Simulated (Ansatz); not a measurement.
This geometry of BClH₄ (6 atoms, charge 0, multiplicity 1) is a first-order saddle point.

Level of theory: RKS PBE0/def2-SVP (Ansatz).

```xyz
6
Properties=species:S:1:pos:R:3
B -0.017 -0.124 0.103
H -0.032 0.303 1.288
H 1.022 0.107 -0.453
H -1.101 -0.091 -0.412
Cl 0.189 -2.189 0.754
H 0.067 -0.930 1.409
```

Problem. Which two structures does it join? (They come from a converged band through this point; their orientation in space is the band's.)

Solution. Bonds broken: B1–H2, Cl5–H6. Bonds formed: B1–Cl5, H2–H6. BClH4 becomes BClH2 + H2.

Initial state:

```xyz
6
Properties=species:S:1:pos:R:3
B 0.033 0.143 0.023
H 0.165 0.741 1.067
H 0.958 0.127 -0.755
H -1.083 -0.068 -0.394
Cl 0.434 -1.964 0.873
H -0.378 -1.903 1.875
```

Final state:

```xyz
6
Properties=species:S:1:pos:R:3
B 0.096 -0.593 -0.534
H -0.228 0.393 2.334
H 1.048 0.143 -0.531
H -1.039 -0.211 -0.651
Cl 0.377 -2.303 -0.380
H -0.125 -0.352 2.453
```

Problem. How far does it lie above each of them?

Solution. 22.1 kJ/mol above the first and 85.8 kJ/mol above the second. This is the barrier of this one path; another mechanism may lie lower. The orbitals stay closed-shell, which can raise the energy where a bond breaks towards radicals; this wasn't checked here.

The run took 57 s on 1 thread of Arm Neoverse V1, on a shared host, peak memory 0.1 GiB.
